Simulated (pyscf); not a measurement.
Single points on ωB97X-D3(BJ)/def2-SVP structures (PySCF, gas phase). Correlated levels are frozen-core, on RHF or UHF. ΔMP2 is the change of the MP2 total energy from the triple- to the quadruple-zeta basis.

Task: How much does it cost (ΔH, 298 K, CCSD(T)/def2-TZVPP + ΔMP2(QZVPP)) to split `[AsH]=[AsH]` at its As–H bond into •As=AsH + H•?

Result: As–H to •As=AsH + H•: 72.9 kcal/mol. The radicals are drawn with the spin at the cut bond; how far it spreads was not checked. The CCSD(T) − MP2 part came from Ansatz, without density fitting, on the same reference. A UHF reference is spin-contaminated (<S²> up to 1.35), which harms MP2 most. The frozen core leaves the outer d or s,p core shells of the metals and heavy elements correlated in the MP2 and CC values, and def2-TZVPP describes them poorly, which can shift differences by a few kcal/mol. Elements up to Kr have no core potential and no relativistic terms here.
